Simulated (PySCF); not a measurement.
Gas-phase reaction: B₂H₆ ⇌ 2 B + 6 H

Computed with PySCF and rigid-rotor harmonic-oscillator thermochemistry at 1 bar. † marks an energy on the PBE0/def2-TZVP geometry and frequencies; other levels use their own. CCSD(T) freezes the core. 6-31G* has spherical d functions here. Open shells (unrestricted): B (multiplicity 2), H (multiplicity 2); the rest are closed-shell singlets. Spin-orbit splitting is ignored; it lowers the true energy and changes the entropy of B. B3LYP is the form with VWN-RPA correlation. CCSD(T) isn't extrapolated to the basis-set limit.

ωB97X-V/def2-TZVP† gives ΔH°(298 K) = 2418 kJ.

**Question.** What do B3LYP/6-31G*, CCSD(T)/def2-TZVPP†, PBE/def2-SVP give?

**Answer.** B3LYP/6-31G*: 2438 kJ; CCSD(T)/def2-TZVPP†: 2366 kJ; PBE/def2-SVP: 2424 kJ. For scale, ΔH°(298 K) is 2418 kJ at this level, 2425 kJ at ωB97M-V/def2-TZVP†, and runs from 1897 to 3137 kJ over the 20 levels computed.
